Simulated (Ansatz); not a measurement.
# BeP+ (triplet): wave-function methods side by side, cc-pVDZ

An exercise on one series of results from a longer session: the logs are not shown, and one member is left open.

Method: cc-pVDZ, core rule «outside noble gas», up to 6 orbitals frozen; program: Ansatz 0.2.0, Gaussian basis.

The runs, in order: UHF; CCSD(T) on ROHF; CCSD(T) on UHF; BCCD(T) on ROHF; CISD; CCSDT(Q) on ROHF; CCSDT(Q) on UHF; CISDTQ; Full CI.

11 further runs of the same task are left out: 4 for a known fault of the program, 3 that didn't finish, 4 set aside as unsound or not needed.

### The system

The geometry is a PBE0/def2-TZVP stationary point (not a proven minimum) of the parent state, kept for this charge and spin.

2 atoms, charge 1, spin multiplicity 3.

Atoms are counted from 1 here; the program's logs count them from 0.

Bond lengths: P1–Be2 2.002 Å.

Set-up of the first run:

Contents of in.yaml:

```yaml
crystal:
  periodic: [false, false, false]
  atoms:
    - {symbol: P, position_ang: [0.000000, 0.000000, 0.000000]}
    - {symbol: Be, position_ang: [0.000000, 0.000000, 2.002300]}
basis:
  gaussian: {orbitals: cc-pVDZ}
total_charge: 1
magnetization: {spin_polarized: true, initial_magnetization: 2}
hamiltonian: {xc: hf}
output: {orbitals: {seedname: orbitals}}
```

Command:

```
> ansatz run in.yaml --threads 1 --pin off --events-out ev --progress --plain --max-ram 2393MiB
```

Among the steps run: UHF; CCSD(T) on ROHF; CCSD(T) on UHF; BCCD(T) on ROHF; CISD; CCSDT(Q) on ROHF; CCSDT(Q) on UHF; CISDTQ; Full CI.

One table of the session follows, with a row left open; its other results are not shown here.

It belongs to the step «Misses and costs». 

```
   method  from FCI (meV)
     ROHF         +3422.6
      UHF         +3299.3
     RMP2          +788.5
     UMP2          +807.4
     CISD               ?
    RCCSD          +172.3
    UCCSD          +166.8
 RCCSD(T)           +42.7
 UCCSD(T)           +42.5
  BCCD(T)           +45.7
   RCCSDT            +9.4
   UCCSDT            +8.7
   CISDTQ            +3.8
RCCSDT(Q)            +0.7
UCCSDT(Q)            -0.9
      FCI               0
```

**Question.** Estimate the row for CISD.

As computed: from FCI (meV): +275.2. In the column «from FCI (meV)» it lies between RCCSD (+172.3) and RMP2 (+788.5).

To keep in mind: Levels on UHF freeze UHF's core orbitals, full CI those of ROHF, so the U rows can settle a little off it for that reason alone. Restricted and unrestricted rows rest on different reference determinants; where their highest levels disagree by more than a few hundredths of an eV, they describe different states and don't form one ladder.
